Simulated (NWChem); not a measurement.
System: chloroform (CHCl3); SMILES C(Cl)(Cl)Cl

NWChem input:

```
start job
memory heap 200 mb stack 900 mb global 1100 mb
geometry units angstroms noautoz
  Cl    -0.772419     1.487576    -0.054342
  C      0.010283    -0.000269     0.497180
  Cl    -0.903938    -1.411542    -0.053958
  Cl     1.672012    -0.075865    -0.105293
  H      0.032303    -0.001221     1.588346
end
basis spherical
  Cl library 6-31g*
  C library 6-31g*
  H library 6-31g*
end
dft
  xc xpbe96 cpbe96
  iterations 150
end
driver
  maxiter 150
end
task dft optimize
```

Output (shortened):

```
             Northwest Computational Chemistry Package (NWChem) 7.3.0
             --------------------------------------------------------

 C3  symmetry detected

                             Geometry "geometry" -> ""
                             -------------------------

 Output coordinates in angstroms (scale by  1.889725989 to convert to a.u.)

  No.       Tag          Charge          X              Y              Z
 ---- ---------------- ---------- -------------- -------------- --------------
    1 Cl                  17.0000     1.45785466     0.82586615    -0.08742897
    2 C                    6.0000     0.00000000     0.00000000     0.48106981
    3 Cl                  17.0000    -1.44414839     0.84960610    -0.08742897
    4 Cl                  17.0000    -0.01370627    -1.67547225    -0.08742897
    5 H                    1.0000     0.00000000     0.00000000     1.57245837

 Effective nuclear repulsion energy (a.u.)     263.9619246475

      Symmetry information
      --------------------

 Group name             C3
 Group number              5
 Group order               3
 No. of unique centers     3

  pbe96 is a nonlocal functional; adding pw91lda local functional.

                           NWChem Geometry Optimization
                           ----------------------------

 maximum gradient threshold         (gmax) =   0.000450
 rms gradient threshold             (grms) =   0.000300
 maximum cartesian step threshold   (xmax) =   0.001800
 rms cartesian step threshold       (xrms) =   0.001200
 fixed trust radius                (trust) =   0.300000
 source of zmatrix                         =

          -------------------
          Energy Minimization
          -------------------

 Using diagonal initial Hessian

          --------
          Step   0

                                 NWChem DFT Module
                                 -----------------

 Summary of "ao basis" -> "ao basis" (spherical)
 ------------------------------------------------------------------------------
       Tag                 Description            Shells   Functions and Types
 ---------------- ------------------------------  ------  ---------------------
 Cl                          6-31g*                  8       18   4s3p1d
 C                           6-31g*                  6       14   3s2p1d
 H                           6-31g*                  2        2   2s

      Symmetry analysis of basis
      --------------------------

        a          26
        e+         22
        e-         22

  Rotation of axis

            General Information
            -------------------
          SCF calculation type: DFT
          Wavefunction type:  closed shell.
          No. of atoms     :     5
          No. of electrons :    58
           Alpha electrons :    29
            Beta electrons :    29
          Charge           :     0
          Spin multiplicity:     1
          Use of symmetry is: on ; symmetry adaption is: on
          Maximum number of iterations: 150
          AO basis - number of functions:    70
                     number of shells:    32
          Convergence on energy requested:  1.00D-06
          Convergence on density requested:  1.00D-05
          Convergence on gradient requested:  5.00D-04

              XC Information
              --------------
          PerdewBurkeErnzerhof Exchange Functional  1.000
            Perdew 1991 LDA Correlation Functional  1.000 local
           PerdewBurkeErnz. Correlation Functional  1.000 non-local

[...]

      ----------------------
      Optimization converged
      ----------------------

  Step       Energy      Delta E   Gmax     Grms     Xrms     Xmax
  ---- ---------------- -------- -------- -------- -------- --------
@    4   -1418.61663477 -9.0D-07  0.00000  0.00000  0.00090  0.00261
                                     ok       ok       ok

                         Geometry "geometry" -> "geometry"
                         ---------------------------------

 Output coordinates in angstroms (scale by  1.889725989 to convert to a.u.)

  No.       Tag          Charge          X              Y              Z
 ---- ---------------- ---------- -------------- -------------- --------------
    1 Cl                  17.0000     1.48498357     0.84123451    -0.07593730
    2 C                    6.0000     0.00000000    -0.00000000     0.46174609
    3 Cl                  17.0000    -1.47102225     0.86541624    -0.07593730
    4 Cl                  17.0000    -0.01396133    -1.70665076    -0.07593730
    5 H                    1.0000     0.00000000    -0.00000000     1.55730711

 Effective nuclear repulsion energy (a.u.)     260.0188333427

      Symmetry information
      --------------------

 Group name             C3
 Group number              5
 Group order               3
 No. of unique centers     3

 ==============================================================================
                                internuclear distances
 ------------------------------------------------------------------------------
       center one      |      center two      | atomic units |  angstroms
 ------------------------------------------------------------------------------
    2 C                |   1 Cl               |     3.38148  |     1.78940
    3 Cl               |   2 C                |     3.38148  |     1.78940
    4 Cl               |   2 C                |     3.38148  |     1.78940
    5 H                |   2 C                |     2.07031  |     1.09556
 ------------------------------------------------------------------------------
                         number of included internuclear distances:          4
 ==============================================================================
```

Level: PBE/6-31G* (spherical d).
